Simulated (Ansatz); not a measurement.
C₄H₇NO, SMILES O=CN1CCC1, a geometry optimisation

With Ansatz 0.2.0, Python API.

The script reads `c4h7no.xyz`:
```text
13

O     2.59960    1.04650    0.29620
C     1.86450    0.09510    0.52350
N     0.63250   -0.10400   -0.02730
C    -0.46580   -0.90100    0.48800
C    -1.35580   -0.13730   -0.50080
C    -0.22910    0.89460   -0.63780
H     2.14680   -0.71270    1.21870
H    -0.67120   -0.71420    1.54600
H    -0.36490   -1.97160    0.29690
H    -2.29410    0.24450   -0.08910
H    -1.56860   -0.68810   -1.42420
H     0.04770    1.15260   -1.66240
H    -0.34140    1.79560   -0.02780
```

Typed at the interpreter:
```pycon
>>> import itertools
>>> import ansatz as az
>>> from ase.data import atomic_numbers, covalent_radii
>>> import numpy as np
>>> import pandas as pd
>>> mol = az.Crystal.molecule_from_extxyz("c4h7no.xyz")
>>> job = (
...     mol.calculation()
...     .basis(gaussian="def2-SVP")
...     .functional("cam_b3lyp")
...     .scf(lower_state_search="light")
... )
>>> symbols = [site.symbol for site in mol.cartesian_sites]
>>> start = np.array([site.position_ang for site in mol.cartesian_sites], dtype=float)
>>> rep = job.relax(force_tolerance=0.01, max_steps=100).run(threads=1).report

>>> end = np.array(rep["positions_ang"])
>>> print(f"E = {rep['free_energy_ev']:.6f} eV = {rep['free_energy_ev'] / 27.211386246:.7f} Ha")
E = -7788.867856 eV = -286.2356142 Ha
>>> print("converged:", rep["converged"], " doubts:", rep["published_state_doubts"] or "none")
converged: True  doubts: none
>>> # pairs closer than 1.2 times the sum of covalent radii, before or after
>>> radius = [covalent_radii[atomic_numbers[s]] for s in symbols]
>>> span = lambda where, i, j: np.linalg.norm(where[i] - where[j])
>>> bonded = [(i, j) for i, j in itertools.combinations(range(len(symbols)), 2) if min(span(start, i, j), span(end, i, j)) < 1.2 * (radius[i] + radius[j])]
>>> print("pair        before    after (A)")
pair        before    after (A)
>>> for i, j in bonded:
...     print(f"{symbols[i]}{i}-{symbols[j]}{j}".ljust(10), f"{span(start, i, j):8.4f} {span(end, i, j):8.4f}")
...
O0-C1        1.2236   1.2099
C1-N2        1.3641   1.3472
C1-H6        1.1025   1.1186
N2-C3        1.4516   1.4573
N2-C5        1.4534   1.4543
C3-C4        1.5340   1.5504
C3-H7        1.0938   1.1024
C3-H8        1.0922   1.1025
C4-C5        1.5340   1.5495
C4-H9        1.0935   1.0972
C4-H10       1.0961   1.0972
C5-H11       1.0922   1.1017
C5-H12       1.0939   1.1016
>>> for first, second in list(itertools.combinations(bonded, 2)):
...     shared = set(first) & set(second)
...     if shared and symbols[(j := shared.pop())] != "H":
...         i, k = sorted((set(first) | set(second)) - {j})
...         u, v = end[i] - end[j], end[k] - end[j]
...         angle = np.degrees(np.arccos(np.clip(u @ v / np.linalg.norm(u) / np.linalg.norm(v), -1, 1)))
...         print(f"final angle {symbols[i]}{i}-{symbols[j]}{j}-{symbols[k]}{k}: {angle:.2f} deg")
...
final angle O0-C1-N2: 124.50 deg
final angle O0-C1-H6: 123.28 deg
final angle N2-C1-H6: 112.22 deg
final angle C1-N2-C3: 134.24 deg
final angle C1-N2-C5: 130.17 deg
final angle C3-N2-C5: 95.59 deg
final angle N2-C3-C4: 88.05 deg
final angle N2-C3-H7: 114.28 deg
final angle N2-C3-H8: 114.26 deg
final angle N2-C5-C4: 88.19 deg
final angle N2-C5-H11: 113.69 deg
final angle N2-C5-H12: 113.70 deg
final angle C4-C3-H7: 115.27 deg
final angle C4-C3-H8: 115.25 deg
final angle C3-C4-C5: 88.17 deg
final angle C3-C4-H9: 114.51 deg
final angle C3-C4-H10: 114.54 deg
final angle H7-C3-H8: 108.72 deg
final angle C5-C4-H9: 114.74 deg
final angle C5-C4-H10: 114.77 deg
final angle C4-C5-H11: 115.93 deg
final angle C4-C5-H12: 115.95 deg
final angle H9-C4-H10: 109.04 deg
final angle H11-C5-H12: 108.41 deg
>>> charges = rep["charge_distribution"]
>>> table = pd.DataFrame({"atom": symbols, "mulliken": charges["mulliken_charges_e"], "lowdin": charges["lowdin_charges_e"]})
>>> table.round(3)
   atom  mulliken  lowdin
0     O    -0.265  -0.016
1     C     0.180  -0.127
2     N    -0.316   0.007
3     C     0.169   0.079
4     C    -0.091   0.007
5     C     0.173   0.083
6     H    -0.022  -0.031
7     H     0.025  -0.006
8     H     0.025  -0.006
9     H     0.030   0.008
10    H     0.030   0.008
11    H     0.031  -0.003
12    H     0.031  -0.003
>>> print("dipole (e A):", np.round(charges["dipole_moment_e_ang"], 4) + 0.0)
dipole (e A): [-0.7652 -0.4397  0.0099]
```

These settings explore the input space; basis and method may be short of convergence. The end point is the stationary point reached from this start; no frequency run checks that it is a minimum, and the basis set is modest. The Löwdin charges here are taken after orthogonalising the functions within each atom; they differ from plain Löwdin charges, and their signs can be unphysical. Finished in 110 s on 1 thread of Arm Neoverse V1, with other jobs on the host, peak memory 0.45 GiB.

(Lines on the test bed's own set-up are left out of the output.)
